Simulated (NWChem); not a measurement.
Everything below was run with NWChem. System: H2Si (+1), charge 1, spin multiplicity 2, at a geometry optimised with UPBE/def2-SVP. The structure started from a generated list of species. Its SCF solution wasn't tested for a lower state. Level: UPBE/cc-pVTZ.

Job file:

```
start mol
memory heap 200 mb stack 900 mb global 1100 mb
charge 1
geometry units angstroms nocenter noautoz
  Si     0.000000     0.000000     0.094735
  H      1.310258     0.000000    -0.663148
  H     -1.310258     0.000000    -0.663148
  symmetry group C2v
end
basis spherical
  * library cc-pvtz
end
dft
  xc xpbe96 cpbe96
  odft
  mult 2
  semidirect memsize 60000000 filesize 0
  iterations 100
end
task dft energy
```

Output (cleaned and shortened):

```
             Northwest Computational Chemistry Package (NWChem) 7.3.0
             --------------------------------------------------------

                                NWChem Input Module
                                -------------------

 Scaling coordinates for geometry "geometry" by  1.889725989
 (inverse scale =  0.529177249)

 Turning off AUTOSYM since
 SYMMETRY directive was detected!

                             Geometry "geometry" -> ""
                             -------------------------

 Output coordinates in angstroms (scale by  1.889725989 to convert to a.u.)

  No.       Tag          Charge          X              Y              Z
 ---- ---------------- ---------- -------------- -------------- --------------
    1 Si                  14.0000     0.00000000     0.00000000     0.09473500
    2 H                    1.0000     1.31025800     0.00000000    -0.66314800
    3 H                    1.0000    -1.31025800     0.00000000    -0.66314800

 Effective nuclear repulsion energy (a.u.)       9.9907763557

            Nuclear Dipole moment (a.u.)
            ----------------------------
        X                 Y               Z
 ---------------- ---------------- ----------------
     0.0000000000     0.0000000000    -0.0000113384

      Symmetry information
      --------------------

 Group name             C2v
 Group number             16
 Group order               4
 No. of unique centers     2

      Symmetry unique atoms

     1    2


 Summary of "ao basis" -> "" (spherical)
 ------------------------------------------------------------------------------
       Tag                 Description            Shells   Functions and Types
 ---------------- ------------------------------  ------  ---------------------
 *                          cc-pvtz                   on all atoms

  pbe96 is a nonlocal functional; adding pw91lda local functional.

                                 NWChem DFT Module
                                 -----------------

 Summary of "ao basis" -> "ao basis" (spherical)
 ------------------------------------------------------------------------------
       Tag                 Description            Shells   Functions and Types
 ---------------- ------------------------------  ------  ---------------------
 Si                         cc-pvtz                 12       34   5s4p2d1f
 H                          cc-pvtz                  6       14   3s2p1d

 Summary of "ao basis" -> "ao basis" (spherical)
 ------------------------------------------------------------------------------
       Tag                 Description            Shells   Functions and Types
 ---------------- ------------------------------  ------  ---------------------
 Si                         cc-pvtz                 12       34   5s4p2d1f
 H                          cc-pvtz                  6       14   3s2p1d

      Symmetry analysis of basis
      --------------------------

        a1         25
        a2          7
        b1         18
        b2         12

            General Information
            -------------------
          SCF calculation type: DFT
          Wavefunction type:  spin polarized.
          No. of atoms     :     3
          No. of electrons :    15
           Alpha electrons :     8
            Beta electrons :     7
          Charge           :     1
          Spin multiplicity:     2
          Use of symmetry is: on ; symmetry adaption is: on
          Maximum number of iterations: 100
          AO basis - number of functions:    62
                     number of shells:    24
          Convergence on energy requested:  1.00D-06
          Convergence on density requested:  1.00D-05
          Convergence on gradient requested:  5.00D-04

              XC Information
              --------------
          PerdewBurkeErnzerhof Exchange Functional  1.000
            Perdew 1991 LDA Correlation Functional  1.000 local
           PerdewBurkeErnz. Correlation Functional  1.000 non-local

             Grid Information
             ----------------
          Grid used for XC integration:  medium
          Radial quadrature: Mura-Knowles
          Angular quadrature: Lebedev.
          Tag              B.-S. Rad. Rad. Pts. Rad. Cut. Ang. Pts.
          ---              ---------- --------- --------- ---------
          Si                  1.10       88           7.0       590
          H                   0.35       45           9.0       434
          Grid pruning is: on
          Number of quadrature shells:   133
          Spatial weights used:  Erf1

          Convergence Information
          -----------------------
          Convergence aids based upon iterative change in
          total energy or number of iterations.
          Levelshifting, if invoked, occurs when the
          HOMO/LUMO gap drops below (HL_TOL):  1.00D-02
          DIIS, if invoked, will attempt to extrapolate
          using up to (NFOCK): 10 stored Fock matrices.

                    Damping( 0%)  Levelshifting(0.5)       DIIS
                  --------------- ------------------- ---------------
          dE  on:    start            ASAP                start
          dE off:    2 iters        100 iters           100 iters

      Screening Tolerance Information
      -------------------------------
          Density screening/tol_rho:  1.00D-10
          AO Gaussian exp screening on grid/accAOfunc:  14
          CD Gaussian exp screening on grid/accCDfunc:  20
          XC Gaussian exp screening on grid/accXCfunc:  20
          Schwarz screening/accCoul:  1.00D-08

      Superposition of Atomic Density Guess
[...]
                     b1                2.0          2.0
                     b2                1.0          1.0

                    DFT Final Alpha Molecular Orbital Analysis
                    ------------------------------------------

 Vector    6  Occ=1.000000D+00  E=-7.631700D-01  Symmetry=a1
              MO Center= -3.3D-15,  2.8D-16, -1.8D-01, r^2= 1.5D+00
   Bfn.  Coefficient  Atom+Function         Bfn.  Coefficient  Atom+Function
  ----- ------------  ---------------      ----- ------------  ---------------
     3      0.574972  1 Si s                  5      0.170122  1 Si s
    36      0.139778  2 H  s                 50      0.139778  3 H  s
     4      0.120675  1 Si s                 35      0.090633  2 H  s
    49      0.090633  3 H  s                 11     -0.036070  1 Si pz

 Vector    7  Occ=1.000000D+00  E=-6.098560D-01  Symmetry=b1
              MO Center= -1.5D-15, -5.1D-16, -4.0D-01, r^2= 2.0D+00
   Bfn.  Coefficient  Atom+Function         Bfn.  Coefficient  Atom+Function
  ----- ------------  ---------------      ----- ------------  ---------------
     9      0.394176  1 Si px                36      0.240820  2 H  s
    50     -0.240820  3 H  s                 35      0.146051  2 H  s
    49     -0.146051  3 H  s                 15      0.111334  1 Si px
    37      0.084567  2 H  s                 51     -0.084567  3 H  s
    12      0.061405  1 Si px                26      0.050480  1 Si d  1

 Vector    8  Occ=1.000000D+00  E=-5.038502D-01  Symmetry=a1
              MO Center= -3.9D-16, -2.7D-17,  3.1D-01, r^2= 2.0D+00
   Bfn.  Coefficient  Atom+Function         Bfn.  Coefficient  Atom+Function
  ----- ------------  ---------------      ----- ------------  ---------------
    11      0.545020  1 Si pz                 3      0.292487  1 Si s
    17      0.229495  1 Si pz                 5      0.202619  1 Si s
    36     -0.151539  2 H  s                 50     -0.151539  3 H  s
    35     -0.089159  2 H  s                 49     -0.089159  3 H  s
    37     -0.086542  2 H  s                 51     -0.086542  3 H  s

 Vector    9  Occ=0.000000D+00  E=-4.289237D-01  Symmetry=b2
              MO Center= -1.5D-15, -1.4D-15,  1.1D-01, r^2= 2.1D+00
   Bfn.  Coefficient  Atom+Function         Bfn.  Coefficient  Atom+Function
  ----- ------------  ---------------      ----- ------------  ---------------
    10      0.648511  1 Si py                16      0.383709  1 Si py
    13      0.093449  1 Si py                42      0.027494  2 H  py
    56      0.027494  3 H  py

 Vector   10  Occ=0.000000D+00  E=-2.614049D-01  Symmetry=a1
              MO Center=  2.8D-15, -8.7D-17, -4.2D-01, r^2= 3.0D+00
   Bfn.  Coefficient  Atom+Function         Bfn.  Coefficient  Atom+Function
  ----- ------------  ---------------      ----- ------------  ---------------
     5      0.807547  1 Si s                 37     -0.671867  2 H  s
    51     -0.671867  3 H  s                 17     -0.590566  1 Si pz
    11     -0.319136  1 Si pz                 3      0.314191  1 Si s
    22     -0.195603  1 Si d  2              36     -0.193872  2 H  s
    50     -0.193872  3 H  s                 27     -0.143264  1 Si d  2

 Vector   11  Occ=0.000000D+00  E=-2.342417D-01  Symmetry=b1
              MO Center=  8.8D-15, -1.2D-16,  2.9D-01, r^2= 3.1D+00
   Bfn.  Coefficient  Atom+Function         Bfn.  Coefficient  Atom+Function
  ----- ------------  ---------------      ----- ------------  ---------------
    15      0.975200  1 Si px                37     -0.736837  2 H  s
    51      0.736837  3 H  s                  9      0.412399  1 Si px
    21     -0.249907  1 Si d  1              26     -0.180874  1 Si d  1
    36     -0.145281  2 H  s                 50      0.145281  3 H  s
    35     -0.095070  2 H  s                 49      0.095070  3 H  s

                     DFT Final Beta Molecular Orbital Analysis
                     -----------------------------------------

 Vector    5  Occ=1.000000D+00  E=-3.821876D+00  Symmetry=b1
              MO Center= -1.0D-16, -1.4D-17,  9.4D-02, r^2= 1.0D-01
   Bfn.  Coefficient  Atom+Function         Bfn.  Coefficient  Atom+Function
  ----- ------------  ---------------      ----- ------------  ---------------
     6      0.927006  1 Si px                12      0.131919  1 Si px

 Vector    6  Occ=1.000000D+00  E=-7.408895D-01  Symmetry=a1
              MO Center= -7.4D-13,  1.6D-15, -2.6D-01, r^2= 1.5D+00
   Bfn.  Coefficient  Atom+Function         Bfn.  Coefficient  Atom+Function
  ----- ------------  ---------------      ----- ------------  ---------------
     3      0.546640  1 Si s                  5      0.180756  1 Si s
    36      0.136023  2 H  s                 50      0.136023  3 H  s
     4      0.125410  1 Si s                 11     -0.099042  1 Si pz
    35      0.093760  2 H  s                 49      0.093760  3 H  s

 Vector    7  Occ=1.000000D+00  E=-5.961153D-01  Symmetry=b1
              MO Center=  7.3D-13,  8.3D-15, -3.9D-01, r^2= 2.0D+00
   Bfn.  Coefficient  Atom+Function         Bfn.  Coefficient  Atom+Function
  ----- ------------  ---------------      ----- ------------  ---------------
     9      0.400430  1 Si px                36      0.229715  2 H  s
    50     -0.229715  3 H  s                 35      0.142905  2 H  s
    49     -0.142905  3 H  s                 15      0.120784  1 Si px
    37      0.082507  2 H  s                 51     -0.082507  3 H  s
    12      0.062967  1 Si px                26      0.059531  1 Si d  1

 Vector    8  Occ=0.000000D+00  E=-4.339030D-01  Symmetry=a1
              MO Center= -1.9D-15, -4.0D-16,  2.8D-01, r^2= 2.1D+00
   Bfn.  Coefficient  Atom+Function         Bfn.  Coefficient  Atom+Function
  ----- ------------  ---------------      ----- ------------  ---------------
    11      0.468130  1 Si pz                 3      0.315116  1 Si s
     5      0.304194  1 Si s                 17      0.241007  1 Si pz
    36     -0.162270  2 H  s                 50     -0.162270  3 H  s
    37     -0.131631  2 H  s                 51     -0.131631  3 H  s
    35     -0.087128  2 H  s                 49     -0.087128  3 H  s

 Vector    9  Occ=0.000000D+00  E=-4.070672D-01  Symmetry=b2
              MO Center= -2.7D-15, -3.4D-15,  1.3D-02, r^2= 2.1D+00
   Bfn.  Coefficient  Atom+Function         Bfn.  Coefficient  Atom+Function
  ----- ------------  ---------------      ----- ------------  ---------------
    10      0.630762  1 Si py                16      0.399508  1 Si py
    13      0.097622  1 Si py                19     -0.039127  1 Si d -1
    42      0.025847  2 H  py                56      0.025847  3 H  py

 Vector   10  Occ=0.000000D+00  E=-2.466883D-01  Symmetry=a1
              MO Center= -2.3D-15,  1.3D-15, -4.1D-01, r^2= 3.0D+00
   Bfn.  Coefficient  Atom+Function         Bfn.  Coefficient  Atom+Function
  ----- ------------  ---------------      ----- ------------  ---------------
     5      0.811701  1 Si s                 37     -0.683387  2 H  s
    51     -0.683387  3 H  s                 17     -0.597354  1 Si pz
    11     -0.321907  1 Si pz                 3      0.288081  1 Si s
    22     -0.206646  1 Si d  2              36     -0.169678  2 H  s
    50     -0.169678  3 H  s                 27     -0.141611  1 Si d  2

   alpha - beta orbital overlaps
   -----------------------------

   alpha      1      2      3      4      5      6      7      8      9     10
    beta      1      2      3      4      5      6      7      8      9     10
 overlap   1.000  1.000  1.000  1.000  1.000  0.997  1.000  0.993  0.997  0.999

   alpha     11     12     13     14     15     16     17     18     19     20
    beta     11     12     13     16     14     15     18     17     20     19
 overlap   0.998  0.885  1.000  0.995  0.883  1.000  0.995  0.998  0.998  0.997

   alpha     21     22     23     24     25     26     27     28     29     30
    beta     21     22     23     24     25     26     31     29     27     28
 overlap   0.996  0.999  0.998  0.999  0.997  0.881  0.964  0.955  0.997  0.871

   alpha     31     32     33     34     35     36     37     38     39     40
    beta     30     32     33     34     35     36     37     39     38     40
 overlap   0.998  0.954  0.990  0.998  0.998  1.000  0.999  0.998  1.000  0.999

   alpha     41     42     43     44     45     46     47     48     49     50
    beta     41     42     43     44     45     46     47     48     49     50
 overlap   1.000  1.000  1.000  1.000  1.000  1.000  1.000  1.000  1.000  1.000

   alpha     51     52     53     54     55     56     57     58     59     60
    beta     51     52     53     54     55     56     57     58     59     60
 overlap   0.999  1.000  1.000  1.000  1.000  1.000  1.000  1.000  1.000  1.000

   alpha     61     62
    beta     61     62
 overlap   1.000  1.000

     --------------------------
     Expectation value of S2:
     --------------------------
      <S2> =      0.7518 (Exact =     0.7500)

 center of mass
 --------------
 x =   0.00000000 y =   0.00000000 z =   0.08277285

 moments of inertia (a.u.)
 ------------------
           3.856588978972           0.000000000000           0.000000000000
           0.000000000000          16.213969909438           0.000000000000
           0.000000000000           0.000000000000          12.357380930467

     Multipole analysis of the density
     ---------------------------------

     L   x y z        total         alpha         beta         nuclear
     -   - - -        -----         -----         ----         -------
     0   0 0 0      1.000000     -8.000000     -7.000000     16.000000

     1   1 0 0     -0.000000      0.000000     -0.000000      0.000000
     1   0 1 0      0.000000     -0.000000      0.000000      0.000000
     1   0 0 1     -0.025461     -0.369039      0.343589     -0.000011

     2   2 0 0     -7.247665    -10.838614     -8.670487     12.261435
     2   1 1 0     -0.000000      0.000000     -0.000000      0.000000
     2   1 0 1      0.000000     -0.000000      0.000000      0.000000
     2   0 2 0     -6.681624     -3.999451     -2.682173      0.000000
     2   0 1 1     -0.000000     -0.000000     -0.000000      0.000000
     2   0 0 2     -8.152072     -7.888783     -3.852839      3.589550

 Task  times  cpu:        2.3s     wall:        2.3s

 Total times  cpu:        2.4s     wall:        2.4s
```
